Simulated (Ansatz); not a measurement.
`[CH3][MgH]` + H₂ → `[MgH2]` + CH₄ at 400 K and 1 bar (hydrogenolysis of a Mg–C bond).

Gas-phase electronic energies from Ansatz, PBE0-D4/def2-TZVP geometries. CCSD(T)/CBS is the MP2 limit (def2-TZVPP, def2-QZVPP) plus CCSD(T) − MP2 in def2-TZVPP, frozen cores. This one scheme is used for every species. For Mg outer-core shells are correlated without core-valence functions, which leaves a few kJ/mol of doubt a bond.

```csv
species,CCSD(T)/CBS energy (Eh),H − E (kJ/mol),S (J/(mol·K))
`[CH3][MgH]`,-240.32644,123.2,270.7
H₂,-1.17544,38.0,139.0
`[MgH2]`,-201.05321,39.2,206.9
CH₄,-40.46206,131.3,197.2
```

H − E and S are ideal-gas, rigid-rotor, harmonic terms from PBE0-D4/def2-TZVP. The MP2-based limit puts H₂ 0.8 mEh under its directly extrapolated value; such offsets cancel only in part. 1 Eh = 2625.50 kJ/mol, R = 8.31446 J/(mol·K).

**Question.** By hand: ΔE, ΔH, ΔS and ΔG.

**Answer.** ΔE = (-201.05321) + (-40.46206) − (-240.32644) − (-1.17544) = -0.01339 Eh = -35.2 kJ/mol. Δ(H − E) = 39.2 + 131.3 − 123.2 − 38.0 = 9.3, so ΔH = -25.9 kJ/mol. ΔS = 206.9 + 197.2 − 270.7 − 139.0 = -5.6 J/(mol·K). ΔG = -25.9 − 400 × (-5.6)/1000 = -23.7 kJ/mol.

**Question.** By hand: the equilibrium constant, and the temperature at which ΔG would vanish if ΔH and ΔS stayed fixed.

**Answer.** log₁₀ K = −ΔG/(RT ln 10) = 3.1. ΔG = 0 at ΔH/ΔS = 4625 K, far beyond where these terms or the molecules hold.

The number of gas molecules stays the same, so ΔS is small and ΔH decides. A doubt of 5 kJ/mol in ΔE shifts log₁₀ K by 0.7 here. These are equilibria of isolated gas molecules and say nothing of rates. Largest T1 diagnostic: 0.008 (customary marks: 0.02 for closed shells, 0.045 for open ones).
